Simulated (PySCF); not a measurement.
Molecule: SMILES c1ccsc1, C₄H₄S.

Bonds (- single, = double, # triple, : aromatic): C1:C2 1.424 Å, C2:C3 1.370 Å, C3:S4 1.717 Å, S4:C5 1.717 Å, C5:C1 1.370 Å. C1 carries H6; C2 carries H7; C3 carries H8; C5 carries H9.

Geometry PBE0-D3(BJ)/def2-SVP throughout; GIAO in PySCF, gas phase, one conformer, non-relativistic; equivalent atoms averaged; basis pcSseg-2.

(1) How do the shifts δ (against TMS, CS2 at the same level) depend on the functional? (ppm; last column core-seconds on shared hosts with different chips, so compare them loosely; the GGAs took longer than the global hybrids here, which isn't the general rule, and the cause wasn't traced)

(2) Which nucleus moves most, in ppm?

Results:

(1) 
| functional | kind | C3/C5 | C1/C2 | S4 | H8/H9 | H6/H7 | core-s |
| --- | --- | --- | --- | --- | --- | --- | --- |
| HF | Hartree–Fock | 141.0 | 134.6 | 202.3 | 7.58 | 7.30 | 16 |
| LDA | LDA | 138.0 | 138.3 | 282.0 | 7.40 | 7.41 | 34 |
| PBE | GGA | 132.7 | 133.2 | 259.8 | 7.32 | 7.34 | 45 |
| BLYP | GGA | 133.6 | 133.0 | 273.3 | 7.25 | 7.26 | 52 |
| BP86 | GGA | 132.7 | 132.9 | 261.7 | 7.30 | 7.31 | 47 |
| OPBE | GGA | 127.4 | 128.9 | 234.0 | 7.37 | 7.38 | 48 |
| KT2 | GGA | 124.3 | 124.8 | 236.5 | 7.25 | 7.26 | 59 |
| KT3 | GGA | 123.2 | 123.7 | 230.9 | 7.23 | 7.23 | 47 |
| B97-D | GGA | 129.3 | 129.0 | 256.6 | 7.25 | 7.25 | 48 |
| B3LYP | global hybrid | 137.3 | 135.1 | 261.7 | 7.37 | 7.29 | 36 |
| PBE0 | global hybrid | 136.7 | 135.3 | 245.5 | 7.45 | 7.37 | 15 |
| mPW1PW91 | global hybrid | 137.2 | 135.5 | 246.4 | 7.44 | 7.35 | 34 |
| WP04 | global hybrid | 138.8 | 135.5 | 254.6 | 7.16 | 7.02 | 19 |
| B97-2 | global hybrid | 133.7 | 132.4 | 242.1 | 7.39 | 7.31 | 19 |
| BHandHLYP | global hybrid | 140.6 | 136.4 | 242.4 | 7.49 | 7.31 | 18 |
| CAM-B3LYP | range-separated hybrid | 141.8 | 138.1 | 260.2 | 7.49 | 7.32 | 25 |
| wB97X-D | range-separated hybrid | 139.9 | 137.1 | 247.8 | 7.50 | 7.34 | 24 |
| LC-wPBE | range-separated hybrid | 145.5 | 141.6 | 242.2 | 7.62 | 7.38 | 35 |

(2) S4 (aromatic ring sulfur): from 202.3 ppm with HF to 282.0 ppm with LDA. The smallest spread is 0.39 ppm, at H6/H7. Proton shifts span only some 12 ppm, so a few tenths of a ppm matter as much there as several ppm in carbon.
